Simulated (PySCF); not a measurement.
A GIAO shielding run with PySCF (density fitting, non-relativistic, gas phase) on SMILES NC([C@H](C)[S-])=O, [C$_{3}$H$_{6}$NOS]-:

```
{"job": {"kind": "nmr", "xc": "PBE0", "basis": "STO-3G", "pop": true}, "charge": -1, "multiplicity": 1}
C     -1.577362    -0.173559    -0.381822
C     -0.389145    -0.235672     0.579447
S     -0.555199     0.935074     1.966851
C      0.896182    -0.090779    -0.256056
N      1.620521     0.989330     0.077542
O      1.196653    -0.883484    -1.146092
H     -1.666221     0.850938    -0.779309
H     -2.506784    -0.392869     0.165122
H     -1.460219    -0.882855    -1.220914
H     -0.329175    -1.276886     0.953793
H      1.225865     1.488428     0.904258
H      2.509521     1.157919    -0.370089
```

Hardware: 1 thread of an x86-64 server CPU, shared host. The job also computes population analyses, field gradients.

Q: How large is the calculation?

A: 56 electrons, 40 basis functions and 615 auxiliary functions.

Q: How long does it take?

A: 3.9 s of wall time, with 13 SCF cycles and 5 response iterations. Times on a shared host scatter by some tens of per cent.

Q: And these other runs on the same molecule and hardware: GIAO shielding at PBE0/6-311+G(2d,p); GIAO shielding at PBE0/6-31G; GIAO shielding at PBE0/6-31G*; GIAO shielding at PBE0/def2-SVP; GIAO shielding at PBE0/def2-TZVP?

A: PBE0/6-311+G(2d,p): 206 functions, 29 s; PBE0/6-31G: 70 functions, 7.8 s; PBE0/6-31G*: 100 functions, 12 s; PBE0/def2-SVP: 118 functions, 12 s; PBE0/def2-TZVP: 228 functions, 39 s.
